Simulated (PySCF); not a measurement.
**How methods differ on the ionisation energy of Be**

Be [He] 2s2 (1S) → Be⁺ [He] 2s1 (2S), as a difference of total energies. Calculation: PySCF 2.14, in aug-cc-pVTZ; no relativity, point nucleus. Correlated levels: valence: 1s2 frozen. The calculations carry no spin-orbit coupling.

| method | ionisation energy (eV) |
| --- | --- |
| UHF | 8.044 |
| LDA | 9.023 |
| PBE | 8.995 |
| PBE0 | 8.970 |
| r2SCAN | 8.789 |
| B3LYP | 9.110 |
| BHandHLYP | 8.964 |
| MN15 | 8.942 |
| M06-2X | 9.056 |
| MP2 (valence) | 8.816 |
| SCS-MP2 (valence) | 8.970 |

Errors of the correlated levels include the incompleteness of this basis and the frozen core.

MP2 underrates the near-degeneracy of ns² with np² in the lower species.

Question: Which method comes closest to the reference value, and which is furthest?

Answer: The reference is 9.323 eV (measured; NIST Atomic Spectra Database, ionization energies). Closest: B3LYP (error -0.213 eV); furthest: UHF (error -1.279 eV).
